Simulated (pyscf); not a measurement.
Optimised with ωB97X-D3(BJ)/def2-SVP in PySCF. MP2 and CC: frozen core, UHF for open shells. ΔMP2 is the change of the MP2 total energy from the triple- to the quadruple-zeta basis.

Task: HO–CH₂–O–SiH₃ → O=CH–OH + SiH₄
Surface: singlet. Broken: C–H, O–Si. Formed: H–Si. Give ΔE‡ and ΔE from CCSD(T)/def2-TZVPP + ΔMP2(QZVPP), relative to the reactant's lowest minimum found.

Result: ΔE‡ = 277.3 kJ/mol, ΔE = +104.8 kJ/mol. Zero-point energy shifts the barrier by -14.2 kJ/mol. It is an elimination, with an imaginary mode of 965i cm⁻¹. On the reactant side the descent ends in a point that may be a rotor saddle (no frequency run), 9.0 kJ/mol over the lowest minimum found and 261.6 kJ/mol under the saddle at ωB97X-D3(BJ)/def2-TZVP. This is the saddle that the search found; another between the same sides may lie lower. The CCSD(T) − MP2 part came from Ansatz, without density fitting, on the same reference.
